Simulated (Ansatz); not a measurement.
Basis-set series for `F/C=C/F`. The species carries charge 0 and has multiplicity 1. The structure was optimised at the PBE0-D4/def2-TZVP level.

Cartesian coordinates in Å:
```
F -0.958 1.192 -0.875
C -0.068 0.655 -0.039
C 0.068 -0.655 0.039
F 0.958 -1.192 0.876
H 0.501 1.373 0.538
H -0.501 -1.373 -0.538
```

```
functional       basis  functions  energy (Eh)  HOMO (eV)  LUMO (eV)
   PBE0-D4    def2-SVP         66   -276.55731      -7.43       0.54
   PBE0-D4  def2-QZVPP        288   -276.90446      -7.60       0.15
   ωB97M-V    def2-SVP         66   -276.75009      -9.70       2.86
   ωB97M-V  def2-QZVPP        288   -277.10565      -9.90       2.25
```

Q: Give the rows for def2-TZVPP. (An estimate is asked.)

A: Computed: 
```csv
functional,basis,functions,energy (Eh),HOMO (eV),LUMO (eV)
PBE0-D4,def2-TZVPP,152,-276.88988,-7.56,0.27
ωB97M-V,def2-TZVPP,152,-277.09174,-9.85,2.47
```

Positive LUMOs are unbound and depend on the basis.
